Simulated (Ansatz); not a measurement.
`O/C=C\Cl` and `OC/C=C/Cl` differ in one atom or group (the configuration at the double bond changes too).

Ansatz, PBE0-D4/def2-TZVP geometries, multiplicity 1. Each molecule was computed in one conformer, which needn't be the lowest.

```
                                          property  `O/C=C\Cl`
                HOMO energy (PBE0/def2-TZVPP) / eV       -6.80
           HOMO–LUMO gap (ωB97M-V/def2-TZVPP) / eV       11.60
             HOMO–LUMO gap (B3LYP/def2-TZVPP) / eV        6.77
             LUMO energy (ωB97M-V/def2-TZVPP) / eV        2.59
size of the dipole moment (ωB97M-V/def2-TZVPP) / D        0.72
              HOMO–LUMO gap (PBE0/def2-TZVPP) / eV        7.24
```

Question: Give the same properties after the change, and the shifts. (Best estimate.)

Answer: Ansatz gave: 
```json
{"property": "HOMO energy (PBE0/def2-TZVPP) / eV", "`OC/C=C/Cl`": "-7.48", "shift": "-0.68"}
{"property": "HOMO–LUMO gap (ωB97M-V/def2-TZVPP) / eV", "`OC/C=C/Cl`": "11.35", "shift": "-0.25"}
{"property": "HOMO–LUMO gap (B3LYP/def2-TZVPP) / eV", "`OC/C=C/Cl`": "6.60", "shift": "-0.17"}
{"property": "LUMO energy (ωB97M-V/def2-TZVPP) / eV", "`OC/C=C/Cl`": "1.67", "shift": "-0.92"}
{"property": "size of the dipole moment (ωB97M-V/def2-TZVPP) / D", "`OC/C=C/Cl`": "1.08", "shift": "0.36"}
{"property": "HOMO–LUMO gap (PBE0/def2-TZVPP) / eV", "`OC/C=C/Cl`": "7.06", "shift": "-0.18"}
```

With PBE0 the HOMO falls by 0.68 eV and the LUMO falls by 0.85 eV, so the gap narrows by about 0.17 eV. PBE moves the HOMO by -0.65 eV and ωB97M-V by -0.67 eV. Dipoles are sizes alone; their direction can turn.

B3LYP here is the variant with VWN-RPA as its local correlation; programs differ in this.
